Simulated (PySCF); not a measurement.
## Ne: ionisation energy

Ne [Ne] (1S) → Ne⁺ [He] 2s2 2p5 (2P), as a difference of total energies. Calculation: PySCF 2.14, in cc-pVDZ-DK (3s2p1d, 14 functions); scalar relativity by spin-free X2C-1e. Correlated levels: valence: 1s2 frozen. The calculations carry no spin-orbit coupling.

**Question.** Order these methods by the ionisation energy they give, lowest first.
A. M06-2X
B. MP2 (valence)
C. UHF
D. CCSD (valence)

**Answer.** C (19.646 eV), D (20.870 eV), B (21.055 eV), A (21.200 eV).

Errors of the correlated levels include the incompleteness of this basis and the frozen core.

For comparison: 21.597 eV (measured; NIST levels, between the centres of gravity of the two terms).
